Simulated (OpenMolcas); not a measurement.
# AlCl (aluminium monochloride): the vertical ionisation energy from total energies

AlCl has 2 atoms, charge 0, and is taken as a singlet. As SMILES, `[Al][Cl]`. The bond length is the measured one.

```xyz
2

Al    0.0000    0.0000    0.0000
Cl    0.0000    0.0000    2.1301
```

Both states at this one shape; open shells run unrestricted unless said. 1 Eh = 27.2114 eV.

```tsv
level	program	singlet AlCl (Eh)	doublet AlCl+ (Eh)	HOMO of the first (eV)
HF/STO-3G, open shells restricted	OpenMolcas	-693.656608	-693.447043	-5.93
B3LYP/STO-3G	OpenMolcas	-694.734842	-694.487697	-3.29
M06-2X/STO-3G	OpenMolcas	-694.774330	-694.528820	-4.60
PBE0/STO-3G	OpenMolcas	-694.490316	-694.245833	-3.52
```

Question: Work out the vertical ionisation energy at each level.

Answer: 
1. HF/STO-3G, open shells restricted: -693.447043 − (-693.656608) = 0.209565 Eh = 5.70 eV; −ε(HOMO) = 5.93 eV.
2. B3LYP/STO-3G: -694.487697 − (-694.734842) = 0.247145 Eh = 6.73 eV; −ε(HOMO) = 3.29 eV.
3. M06-2X/STO-3G: -694.528820 − (-694.774330) = 0.245510 Eh = 6.68 eV; −ε(HOMO) = 4.60 eV.
4. PBE0/STO-3G: -694.245833 − (-694.490316) = 0.244483 Eh = 6.65 eV; −ε(HOMO) = 3.52 eV.

No measured value is set beside it here; the levels span 5.70 to 6.73 eV. In Hartree–Fock, −ε(HOMO) (Koopmans) exceeds the difference of totals by the orbital relaxation of the ion. Hartree–Fock favours the state with fewer electron pairs, since it lacks pair correlation. Minimal sets are far from the basis-set limit.
